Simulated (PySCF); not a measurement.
Magnetic susceptibility: `C=COC1CC1`, C5H8O

Molfile (atoms numbered from 1):
```
C5H8O
     RDKit          3D

 14 14  0  0  0  0  0  0  0  0999 V2000
    2.3897    0.0248   -1.4102 C   0  0  0  0  0  0  0  0  0  0  0  0
    1.2193   -0.3353   -0.9086 C   0  0  0  0  0  0  0  0  0  0  0  0
    0.5428    0.4554   -0.0369 O   0  0  0  0  0  0  0  0  0  0  0  0
   -0.7727    0.1540    0.3147 C   0  0  0  0  0  0  0  0  0  0  0  0
   -1.9233    0.7087   -0.4782 C   0  0  0  0  0  0  0  0  0  0  0  0
   -1.6777   -0.7714   -0.4409 C   0  0  0  0  0  0  0  0  0  0  0  0
    2.9266   -0.6273   -2.0715 H   0  0  0  0  0  0  0  0  0  0  0  0
    2.8357    0.9699   -1.1605 H   0  0  0  0  0  0  0  0  0  0  0  0
    0.7708   -1.2932   -1.1467 H   0  0  0  0  0  0  0  0  0  0  0  0
   -0.8688    0.1609    1.3966 H   0  0  0  0  0  0  0  0  0  0  0  0
   -1.6862    1.2249   -1.3956 H   0  0  0  0  0  0  0  0  0  0  0  0
   -2.7655    1.1201    0.0552 H   0  0  0  0  0  0  0  0  0  0  0  0
   -1.3321   -1.2394   -1.3490 H   0  0  0  0  0  0  0  0  0  0  0  0
   -2.3413   -1.3957    0.1379 H   0  0  0  0  0  0  0  0  0  0  0  0
  1  2  2  0
  2  3  1  0
  3  4  1  0
  4  5  1  0
  5  6  1  0
  6  4  1  0
  1  7  1  0
  1  8  1  0
  2  9  1  0
  4 10  1  0
  5 11  1  0
  5 12  1  0
  6 13  1  0
  6 14  1  0
M  END
```

Method: GIAO B3LYP/pcSseg-1 magnetisability, rotational g tensor and spin-rotation constants, non-relativistic, gas phase (PySCF). Geometry: GFN2-xTB, dihedral held. The dihedral C5–C4–O3–C2 is held at 270°.

(1) How diamagnetic is it, and how anisotropic?

(2) Split it along the inertial axes a, b, c into diamagnetic and paramagnetic parts about the centre of mass, with the quadrupole moment.

(3) And the rotational g tensor?

Results:

(1) Isotropic -1012 × 10⁻³⁰ J/T², or -60.9 × 10⁻⁶ cm³/mol; principal values -1145, -1017, -873 × 10⁻³⁰ J/T², anisotropy 235 × 10⁻³⁰ J/T² (root of half the summed squared differences of the principal values). The susceptibility is in cgs units.

(2) 
| axis | χ (10⁻⁶ cm³/mol) | diamagnetic (10⁻⁶ cm³/mol) | paramagnetic (10⁻⁶ cm³/mol) | summed x² of all electrons (Å²) | quadrupole Θ (D Å) |
| --- | --- | --- | --- | --- | --- |
| a | -66.8 | -202.8 | 136.0 | 138.3 | +1.71 |
| b | -52.8 | -670.6 | 617.8 | 28.0 | +0.03 |
| c | -63.2 | -705.2 | 642.0 | 19.8 | -1.74 |

Anisotropies 2χaa − χbb − χcc = -17.5 and 2χbb − χaa − χcc = +24.4 × 10⁻⁶ cm³/mol. Θ is traceless in Buckingham's convention.

(3) 
```tsv
axis	rotational constant (GHz)	g	nuclear part	electronic part
a	10.4039	+0.0021	0.6669	-0.6648
b	2.0962	-0.0124	0.5960	-0.6084
c	1.9837	-0.0010	0.5973	-0.5983
```
Asymmetric top; isotopes 12C, 1H, 16O; no vibrational averaging.
